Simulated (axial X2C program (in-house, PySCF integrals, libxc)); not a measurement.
Outer orbitals of NaO⁺ at 2.507 Å, BLYP

Computed with an in-house relativistic program for diatomic molecules. Spin-free means the one-electron spin-free X2C Hamiltonian; two-component (2c) means X2C with spin–orbit coupling and atomic mean-field two-electron Coulomb and Gaunt terms, so the difference of the two also holds small scalar two-electron terms. Basis: Na dyall-cv3z [9s8p5d2f], O dyall-av3z [7s6p3d2f] (cores contracted in-house); Gaussian nuclei, density fitting, unrestricted open shells. Masses: Na 22.990 u, O 15.995 u.

The distance is close to the 2c PBE0 minimum; the highest filled and lowest empty levels are listed.

Spin-free orbitals, state M_S = 1, Λ = 0 (beyond evenly filled blocks: π+α, π-α) (Löwdin shares):

```csv
symmetry,occupied,ε (eV),atomic character
σα,yes,-30.87,"95% O s, 2% Na d"
σβ,yes,-27.51,"94% O s, 2% Na d, 2% Na p"
π-α,yes,-16.53,99% O p
π+α,yes,-16.53,99% O p
σα,yes,-14.86,97% O p
σβ,yes,-13.68,96% O p
π-β,no,-12.43,98% O p
π+β,no,-12.43,98% O p
σα,no,-7.27,"82% Na s, 8% O p, 6% O s"
σβ,no,-7.23,"82% Na s, 9% O p, 5% O s"
```

Spinors with spin–orbit coupling (state Ω = 1):

| ω | occupied | ε (eV) | atomic character | λ mixture |
| --- | --- | --- | --- | --- |
| 1/2 | yes | -30.87 | 95% O s, 2% Na d | 100% σ |
| -1/2 | yes | -27.51 | 94% O s, 2% Na d, 2% Na p | 100% σ |
| -1/2 | yes | -16.53 | 99% O p | 100% π |
| 3/2 | yes | -16.51 | 99% O p | 100% π |
| 1/2 | yes | -14.86 | 97% O p | 100% σ |
| -1/2 | yes | -13.68 | 96% O p | 100% σ |
| 1/2 | no | -12.43 | 98% O p | 100% π |
| -3/2 | no | -12.42 | 98% O p | 100% π |
| 1/2 | no | -7.27 | 82% Na s, 8% O p, 6% O s | 100% σ |
| -1/2 | no | -7.23 | 82% Na s, 9% O p, 5% O s | 100% σ |

Mulliken charges and populations of the two-component result (they depend on the basis, above all on diffuse functions):

Na 0.96 e (s 4.02 p 6.01), O 0.04 e (s 4.00 p 3.96). ⟨Lz⟩ = 0.00 ħ and ⟨Sz⟩ = 1.00 ħ (0.00 and 1.00 on the two atoms), which add up to Ω.

The state is one determinant whose occupation by symmetry is held fixed; it was picked as the lowest of a PBE0 search that is not exhaustive. Density functionals use the spin component along the axis (collinear). With several unpaired electrons one determinant need not be a pure state. Open-shell Ω = 0 determinants with evenly filled partner blocks cannot be reached by this program, so the Ω shown need not be the lowest component. This is the Ω = 1 component of a π² triplet; the 0⁺ component is not one determinant and can lie lowest.
